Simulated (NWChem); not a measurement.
# Correlation energy of O₃ (-1)

```xyz
3

O     -1.1571     0.0000     0.2409
O      0.0000     0.0000    -0.4818
O      1.1571     0.0000     0.2409
```
Charge -1, spin multiplicity 2.

Program: NWChem. The geometry was optimised at UPBE/def2-SVP, a minimum by its harmonic frequencies.

Basis set: aug-cc-pVDZ. Each correlation energy counts from its own Hartree-Fock reference.

The correlated methods keep 3 core orbitals frozen. The structure started from a generated list of species. The unpaired electrons of the parent sit in orbitals of symmetry b2 (C2v labels of the run); other states weren't searched. The anion's geometry comes from a basis without diffuse functions. No SCF solution was tested for a lower state. Open-shell Hartree-Fock references start from PBE0 orbitals. No row is a measurement; the coupled-cluster row has its own basis-set and correlation limits.

Order these methods by the correlation energy they give, lowest first: UMP2, SCS-UMP2, CCSD on UHF, CCSD[T] on UHF, CCSD(T) on UHF.

CCSD[T] on UHF (-652.0 mHa), CCSD(T) on UHF (-648.0 mHa), CCSD on UHF (-620.6 mHa), UMP2 (-610.1 mHa), SCS-UMP2 (-582.9 mHa)
